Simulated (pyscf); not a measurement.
# Concerted two-bond exchange: F–GeH: (SMILES [F][GeH]) [singlet] + H₂O (SMILES O) → O=GeH–F (SMILES [O]=[GeH][F]) + H₂ (SMILES [H][H])

Gas phase, singlet surface, charge 0. Bonds broken: O4–H5, O4–H6. Bonds formed: Ge1–O4, H5–H6. Single points on ωB97X-D3(BJ)/def2-SVP structures (PySCF, gas phase).

Transition state (Å):

```xyz
6

Ge     0.9995     1.0119     0.2023
F      1.2829     1.0970    -1.5251
H     -0.0597     2.1485     0.3917
O      0.3083    -0.6252     0.4887
H     -0.1389    -1.2709    -0.3082
H     -1.0708    -1.2684     0.0222
```

One imaginary mode, 1473i cm⁻¹; descent along it reached the two sides named, in the forms told below.

```csv
bond,change,reactant side (Å),saddle,product side
O4–H5,breaks,0.976,1.119,2.471
O4–H6,breaks,0.968,1.592,3.2
Ge1–O4,forms,2.254,1.800,1.619
H5–H6,forms,1.541,0.989,0.762
```

Electronic energies relative to the separated reactants (eV):

| level | barrier | reaction energy | reverse barrier |
|---|---|---|---|
| ωB97X-D3(BJ)/def2-TZVP | 3.45 | +0.80 | 2.65 |
| PBE/def2-TZVP | 2.41 | +0.67 | 1.74 |
| r²SCAN/def2-TZVP | 2.55 | +0.59 | 1.96 |
| B3LYP-D3(BJ)/def2-TZVP | 2.91 | +0.87 | 2.04 |
| PBE0-D3(BJ)/def2-TZVP | 2.95 | +0.87 | 2.08 |
| M06-2X/def2-TZVP | 3.28 | +0.76 | 2.52 |
| ωB97M-D3(BJ)/def2-TZVP | 3.45 | +0.99 | 2.46 |
| HF/def2-TZVP | 4.73 | +1.29 | 3.43 |

With ωB97M-D3(BJ)/def2-TZVP energies and thermal terms (ideal gas, 1 atm, RRHO with modes under 100 cm⁻¹ raised to 100, one conformer, R ln 2 for chiral ones without a mode under 150 cm⁻¹), in eV:

```json
[
 {"T (K)": "298", "ΔH‡": "3.22", "ΔG‡": "3.66", "ΔH": "+0.81", "ΔG": "+0.92"},
 {"T (K)": "600", "ΔH‡": "3.25", "ΔG‡": "4.09", "ΔH": "+0.85", "ΔG": "+1.01"},
 {"T (K)": "900", "ΔH‡": "3.30", "ΔG‡": "4.50", "ΔH": "+0.89", "ΔG": "+1.07"},
 {"T (K)": "1200", "ΔH‡": "3.35", "ΔG‡": "4.89", "ΔH": "+0.92", "ΔG": "+1.13"}
]
```

On the reactant side the descent ends in an adduct with a Ge–O contact, 0.71 eV under the separated species and 4.16 eV under the saddle at ωB97X-D3(BJ)/def2-TZVP. What is counted as formed (Ge–O) is already present as a longer contact in the reactant adduct; forming that adduct is a step of its own. The same reactants have a lower exit, to HO–GeH: [singlet] + HF (highest point, the separated products, at +0.24 eV at ωB97M-D3(BJ)/def2-TZVP, against +3.45 eV here). O=GeH–F lies 2.14 eV over its isomer HO–Ge:–F [singlet] (electronic energy, ωB97M-D3(BJ)/def2-TZVP). This is the saddle that the search found; another between the same sides may lie lower. A restricted solution here is unstable towards spin polarisation, so biradical character is likely and single-reference numbers are less safe. Elements up to Kr have no core potential and no relativistic terms here.
